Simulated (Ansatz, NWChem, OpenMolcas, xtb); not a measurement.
## How methods differ on NO+ (nitrosonium)

The species is NO+ (2 atoms), meant as a singlet with charge +1. As SMILES, `N#[O+]`. Geometry: the measured bond length.

```xyz
2

N     0.0000    0.0000    0.0000
O     0.0000    0.0000    1.0632
```

Quantity: the HOMO–LUMO gap, in eV. The values are calculated.

| level | kind | program | value (eV) |
| --- | --- | --- | --- |
| GFN0-xTB | semi-empirical | xtb | 5.25 |
| HF/aug-cc-pVTZ | Hartree–Fock | Ansatz | 23.39 |
| SVWN5/aug-cc-pVTZ | LDA | OpenMolcas | 8.38 |
| BLYP/aug-cc-pVTZ | GGA | OpenMolcas | 8.61 |
| M06-L/aug-cc-pVTZ | meta-GGA | NWChem | 9.26 |
| r2SCAN0/aug-cc-pVTZ | hybrid meta-GGA | Ansatz | 12.84 |
| HSE06/aug-cc-pVTZ | range-separated hybrid | Ansatz | 11.46 |
| B2PLYP/aug-cc-pVTZ | double hybrid | OpenMolcas | 16.46 |

The values span 5.25 to 23.39 eV. Orbital gaps aren't excitation energies, and those of double hybrids come from the SCF part alone; they tend to grow with the share of exact exchange.
